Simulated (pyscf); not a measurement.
Structures and frequencies: ωB97X-D3(BJ)/def2-SVP in PySCF.

Question: Estimate the classical barrier height and the reaction energy of F–SiH₂–F + F–N•–F → F–SiH(F)–F + :N–F [triplet] + H atom (H•) at ωB97M-D3(BJ)/def2-TZVP. The step runs on the doublet surface, breaks F–N, H–Si and forms F–Si; take the separated reactants as zero.

Answer: ΔE‡ = 47.8 kcal/mol, ΔE = +5.3 kcal/mol. Zero-point energy shifts the barrier by -1.5 kcal/mol. It is a concerted fragmentation, with an imaginary mode of 700i cm⁻¹. The same reactants have a lower exit, to F–NH–F + F–SiH•–F (barrier +27.7 kcal/mol at ωB97M-D3(BJ)/def2-TZVP, against +47.8 kcal/mol here). This is the saddle that the search found; another between the same sides may lie lower. An unrestricted DFT solution here is markedly spin-contaminated.
